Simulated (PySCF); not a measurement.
**Magnetic susceptibility: `C1=COC=CO1`, C4H4O2**

Molfile (atoms numbered from 1):
```
C4H4O2
     RDKit          3D

 10 10  0  0  0  0  0  0  0  0999 V2000
    1.1021    0.7189   -0.1331 C   0  0  0  0  0  0  0  0  0  0  0  0
    1.1721   -0.6092   -0.0499 C   0  0  0  0  0  0  0  0  0  0  0  0
    0.0765   -1.4253    0.0872 O   0  0  0  0  0  0  0  0  0  0  0  0
   -1.0997   -0.7181    0.1288 C   0  0  0  0  0  0  0  0  0  0  0  0
   -1.1697    0.6101    0.0455 C   0  0  0  0  0  0  0  0  0  0  0  0
   -0.0742    1.4261   -0.0928 O   0  0  0  0  0  0  0  0  0  0  0  0
    1.9830    1.3498   -0.2409 H   0  0  0  0  0  0  0  0  0  0  0  0
    2.1149   -1.1529   -0.0828 H   0  0  0  0  0  0  0  0  0  0  0  0
   -1.9806   -1.3489    0.2377 H   0  0  0  0  0  0  0  0  0  0  0  0
   -2.1125    1.1538    0.0796 H   0  0  0  0  0  0  0  0  0  0  0  0
  1  2  2  0
  2  3  1  0
  3  4  1  0
  4  5  2  0
  5  6  1  0
  6  1  1  0
  1  7  1  0
  2  8  1  0
  4  9  1  0
  5 10  1  0
M  END
```

Computed, not measured: GIAO B3LYP/aug-pcSseg-1 magnetisability, rotational g tensor and spin-rotation constants, non-relativistic, gas phase in PySCF 2.14.0. Geometry: PBE0-D3(BJ)/def2-SVP.

**Question.** How diamagnetic is it, and how anisotropic?

**Answer.** Isotropic -510 × 10⁻³⁰ J/T², or -30.7 × 10⁻⁶ cm³/mol; principal values -680, -667, -183 × 10⁻³⁰ J/T², anisotropy 491 × 10⁻³⁰ J/T² (root of half the summed squared differences of the principal values). The susceptibility is in cgs units.

**Question.** Split it along the inertial axes a, b, c into diamagnetic and paramagnetic parts about the centre of mass, with the quadrupole moment.

**Answer.** 
```csv
axis,χ (10⁻⁶ cm³/mol),diamagnetic (10⁻⁶ cm³/mol),paramagnetic (10⁻⁶ cm³/mol),summed x² of all electrons (Å²),quadrupole Θ (D Å)
a,-40.9,-262.0,221.1,57.3,-3.90
b,-40.1,-276.6,236.5,53.9,+9.61
c,-11.0,-471.8,460.8,7.9,-5.71
```
Anisotropies 2χaa − χbb − χcc = -30.7 and 2χbb − χaa − χcc = -28.4 × 10⁻⁶ cm³/mol. Θ is traceless in Buckingham's convention.

**Question.** And the rotational g tensor?

**Answer.** 
| axis | rotational constant (GHz) | g | nuclear part | electronic part |
| --- | --- | --- | --- | --- |
| a | 6.3567 | -0.0504 | 0.6099 | -0.6603 |
| b | 5.4267 | -0.0653 | 0.5376 | -0.6028 |
| c | 2.9275 | -0.0629 | 0.5709 | -0.6338 |

Asymmetric top; isotopes 12C, 1H, 16O; no vibrational averaging.
